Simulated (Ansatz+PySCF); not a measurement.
The numbers below are computed, except where a source is named.
## Ansatz (development build ahead of 0.2.0) run

```yaml
crystal:
  periodic: [false, false, false]
  atoms:
    - { symbol: C, position_ang: [1.25764, -0.25139, 0.08578] }
    - { symbol: "N", position_ang: [0.09457, 0.47297, -0.14167] }
    - { symbol: C, position_ang: [-1.19035, -0.18487, 0.02816] }
    - { symbol: H, position_ang: [-1.99153, 0.4835, -0.2939] }
    - { symbol: H, position_ang: [1.25493, -1.2808, -0.25329] }
    - { symbol: H, position_ang: [2.18674, 0.30279, 0.04078] }
    - { symbol: H, position_ang: [0.1164, 1.41555, 0.22267] }
    - { symbol: H, position_ang: [-1.2235, -1.07649, -0.60398] }
    - { symbol: H, position_ang: [-1.3931, -0.51251, 1.11198] }
basis:
  gaussian: { orbitals: cc-pVTZ }
magnetization:
  initial_magnetization: 1
hamiltonian:
  xc: hf
correlation:
  method: mp2
  frozen_orbitals: { C: 1, H: 0, "N": 1 }
output:
  forces: true
```

The input is written out in the form of the current development build from the run's settings. Correlation on restricted open-shell orbitals is semicanonical, with singles.

Output:

```yaml
Converged: yes
Reference_energy: -133.66263 hartree
Correlation_energy: -0.54856 hartree
Total_energy: -134.21119 hartree
Spin_squared_of_the_determinant: 0.750
Stability_test: minimum among restricted orbitals
```

Forces (eV/Å):
```json
{"atom": "C1", "Fx": "-0.168", "Fy": "0.091", "Fz": "-0.176"}
{"atom": "N2", "Fx": "0.039", "Fy": "-0.065", "Fz": "0.102"}
{"atom": "C3", "Fx": "-0.129", "Fy": "-0.407", "Fz": "1.234"}
{"atom": "H4", "Fx": "0.139", "Fy": "-0.091", "Fz": "0.093"}
{"atom": "H5", "Fx": "-0.047", "Fy": "0.146", "Fz": "0.084"}
{"atom": "H6", "Fx": "-0.161", "Fy": "-0.072", "Fz": "0.043"}
{"atom": "H7", "Fx": "0.015", "Fy": "-0.176", "Fz": "-0.039"}
{"atom": "H8", "Fx": "0.042", "Fy": "0.129", "Fz": "0.136"}
{"atom": "H9", "Fx": "0.271", "Fy": "0.445", "Fz": "-1.477"}
```
